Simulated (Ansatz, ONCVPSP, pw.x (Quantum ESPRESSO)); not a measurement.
**pw.x on fcc W: one setting changed**

Potential: optimised norm-conserving Vanderbilt (ONCV), ONCVPSP 4.0.1.1 (patched build), LDA (Perdew-Wang 92); core [Kr] 4d10 4f14 5s2, reference 5p6 5d4 6s2; waves: 6s: rc 2.70 bohr, ncon 4, nbas 7, qcut 2.1 1/bohr, 2 projectors, debl 0.9 Ha; 5p: rc 2.28 bohr, ncon 3, nbas 6, qcut 5.8 1/bohr, 3 projectors, debl 2.9 Ha; 5d: rc 1.70 bohr, ncon 3, nbas 7, qcut 6.2 1/bohr, 2 projectors, debl 1.9 Ha; local part: polynomial inside 1.65 bohr (lpopt 5, dvloc0 6 Ha); core correction: Teter function fitted to the true core (icmod 2), fcfact 0.75.

The reference run (k-mesh 14³, cutoffs 50/200 Ry, Fermi–Dirac 0.01 Ry, mixing_beta 0.4, conv_thr 1e-9, no spin) gives -1.90 GPa at 15.687 Å³/atom, where all-electron LAPW gives 0.24 GPa. This run, with its own iteration cap, changes smearing to gauss.

```
&control
  calculation='scf', prefix='x', pseudo_dir='./', outdir='./tmp', tstress=.true., disk_io='none'
/
&system
  ibrav=0, nat=1, ntyp=1, ecutwfc=50, ecutrho=200, nbnd=14,
  occupations='smearing', smearing='gauss', degauss=0.01
/
&electrons
  conv_thr=1e-09, mixing_beta=0.4, electron_maxstep=50
/
ATOMIC_SPECIES
W 1.0 W.UPF
CELL_PARAMETERS angstrom
  0.00000000 1.98687235 1.98687235
  1.98687235 0.00000000 1.98687235
  1.98687235 1.98687235 0.00000000
ATOMIC_POSITIONS crystal
W 0.0000 0.0000 0.0000
K_POINTS automatic
14 14 14 0 0 0
```

```bash
pw.x < W.scf.in > W.scf.out
```

**Question.** How does the run end?

**Answer.** It converges in 6 iterations; the free energy moves by +29.7 meV/atom and the pressure by -0.29 GPa. Gaussian smearing of the same width is narrower in effect than Fermi–Dirac, so its quadratic term in F is smaller.

```
Message from routine setup:
     using ibrav=0 with symmetry is DISCOURAGED, use correct ibrav instead
     lattice parameter (alat)  =       5.3099  a.u.
     unit-cell volume          =     105.8611 (a.u.)^3
     number of electrons       =        12.00
     number of Kohn-Sham states=           14
     kinetic-energy cutoff     =      50.0000  Ry
     charge density cutoff     =     200.0000  Ry
     scf convergence threshold =      1.0E-09
     Exchange-correlation= SLA  PW   NOGX NOGC
     number of k points=   104  Gaussian smearing, width (Ry)=  0.0100
     iteration #  1     ecut=    50.00 Ry     beta= 0.40
     total energy              =    -111.87071151 Ry
     estimated scf accuracy    <       0.03077252 Ry
     iteration #  2     ecut=    50.00 Ry     beta= 0.40
     total energy              =    -111.87037606 Ry
     estimated scf accuracy    <       0.00495865 Ry
     iteration #  3     ecut=    50.00 Ry     beta= 0.40
     total energy              =    -111.87087577 Ry
     estimated scf accuracy    <       0.00024053 Ry
     iteration #  4     ecut=    50.00 Ry     beta= 0.40
     total energy              =    -111.87089247 Ry
     estimated scf accuracy    <       0.00000350 Ry
     iteration #  5     ecut=    50.00 Ry     beta= 0.40
     total energy              =    -111.87089353 Ry
     estimated scf accuracy    <       0.00000013 Ry
     iteration #  6     ecut=    50.00 Ry     beta= 0.40
     the Fermi energy is    20.5323 ev
!    total energy              =    -111.87089354 Ry
     estimated scf accuracy    <          7.1E-10 Ry
     smearing contrib. (-TS)   =      -0.00080708 Ry
     The total energy is F=E-TS. E is the sum of the following terms:
     one-electron contribution =       1.29202604 Ry
     hartree contribution      =       8.75058603 Ry
     xc contribution           =     -33.99224109 Ry
     ewald contribution        =     -87.92045745 Ry
     convergence has been achieved in   6 iterations
          total   stress  (Ry/bohr**3)                   (kbar)     P=      -21.91
     Message from routine punch:
     Nothing written, as per user request (disk_io='none')
```

The run took about 15 s on one core of a shared host (Neoverse-N1, 64 threads, 124 GiB, load 57).
